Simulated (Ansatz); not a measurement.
## FH2Si (charge -1), SMILES F[SiH2-]: a saddle search for pyramidal inversion, step by step

Program: Ansatz's Python interface.

Run as a notebook:

**Cell 1**
```python
import itertools

import ansatz as az
from ase.data import atomic_numbers, covalent_radii
import numpy as np
```

**Cell 2**
```python
GEOMETRY = '''
F     1.45980   -0.23720   -0.13960
Si   -0.03280    0.00440    0.39500
H    -0.90730   -1.07460   -0.13060
H    -0.51970    1.30750   -0.12480
'''
```

**Cell 3**
```python
system = az.Crystal.molecule()
for line in GEOMETRY.strip().splitlines():
    symbol, *xyz = line.split()
    system = system.atom(symbol, [float(v) for v in xyz])
```

**Cell 4**
```python
job = system.calculation().basis(gaussian='def2-SVP').functional('pbe').charge(-1)
symbols = [site.symbol for site in system.cartesian_sites]
start = np.array([site.position_ang for site in system.cartesian_sites], dtype=float)
summary = job.relax(force_tolerance=0.005).run(threads=1).report
end = np.array(summary['positions_ang'])
```

**Cell 5**
```python
# start with the apex atom pushed most of the way into the plane of its neighbours
a, b, d = end[[0, 2, 3]]
normal = np.cross(b - a, d - a)
normal /= np.linalg.norm(normal)
flat = end.copy()
flat[1] -= 0.8 * ((end[1] - a) @ normal) * normal
guess = np.zeros_like(flat)
guess[1] = normal
near = az.Crystal.molecule()
for symbol, place in zip(symbols, flat):
    near = near.atom(symbol, place.tolist())
search = (
    near.calculation()
    .basis(gaussian='def2-SVP')
    .functional('pbe')
    .charge(-1)  # electrons removed from the neutral system
    .saddle(mode_guess=guess.tolist(), force_tolerance=0.01, max_steps=40)
)
steps = []
top = search.session().plan().execute(on_event=lambda e: steps.append(e['data']) if e['event'] == 'saddle_step' else None).report
for s in steps:
    print(f'step {s["step"]:2d}  E = {s["lagrangian_ev"]:.5f} eV  force {s["allowed_force_max_ev_ang"]:.4f} eV/A  curvature {s["curvature_ev_ang2"]:.3f} eV/A^2')
print(f'minimum {summary["free_energy_ev"]:.5f} eV, saddle {top["free_energy_ev"]:.5f} eV')
print(f'electronic barrier {(top["free_energy_ev"] - summary["free_energy_ev"]):.2f} eV')
saddle = np.array(top['positions_ang'])
# pairs closer than 1.2 times the sum of covalent radii, before or after
radius = [covalent_radii[atomic_numbers[s]] for s in symbols]
span = lambda where, i, j: np.linalg.norm(where[i] - where[j])
bonded = [(i, j) for i, j in itertools.combinations(range(len(symbols)), 2) if min(span(end, i, j), span(saddle, i, j)) < 1.2 * (radius[i] + radius[j])]
print('pair        before    after (A)')
for i, j in bonded:
    print(f'{symbols[i]}{i}-{symbols[j]}{j}'.ljust(10), f'{span(end, i, j):8.4f} {span(saddle, i, j):8.4f}')
for first, second in list(itertools.combinations(bonded, 2)):
    shared = set(first) & set(second)
    if shared and symbols[(j := shared.pop())] != 'H':
        i, k = sorted((set(first) | set(second)) - {j})
        u, v = saddle[i] - saddle[j], saddle[k] - saddle[j]
        angle = np.degrees(np.arccos(np.clip(u @ v / np.linalg.norm(u) / np.linalg.norm(v), -1, 1)))
        print(f'final angle {symbols[i]}{i}-{symbols[j]}{j}-{symbols[k]}{k}: {angle:.2f} deg')
```
Output:
```text
step  1  E = -10613.19662 eV  force 7.4209 eV/A  curvature -29.950 eV/A^2
step  2  E = -10614.00782 eV  force 2.0862 eV/A  curvature -22.233 eV/A^2
step  3  E = -10614.13724 eV  force 0.4956 eV/A  curvature -19.266 eV/A^2
step  4  E = -10614.13713 eV  force 0.1683 eV/A  curvature -18.796 eV/A^2
step  5  E = -10614.13816 eV  force 0.0604 eV/A  curvature -18.776 eV/A^2
step  6  E = -10614.13828 eV  force 0.0017 eV/A  curvature -18.756 eV/A^2
minimum -10616.27687 eV, saddle -10614.13831 eV
electronic barrier 2.14 eV
pair        before    after (A)
F0-Si1       1.7260   1.7165
Si1-H2       1.5914   1.4884
Si1-H3       1.5914   1.4884
final angle F0-Si1-H2: 115.42 deg
final angle F0-Si1-H3: 115.42 deg
final angle H2-Si1-H3: 129.17 deg
```

Caveats:
- Total energies depend on the basis set; only differences at equal settings carry meaning.
- The energies are electronic: no zero-point or thermal terms, and the basis set is short of its limit. No separate frequency run checks the order of the saddle point.
- Anions want diffuse functions, which this basis lacks.
- The whole script took 22 s on 1 thread of Arm Neoverse V1, with other jobs on the host, peak memory 0.17 GiB.
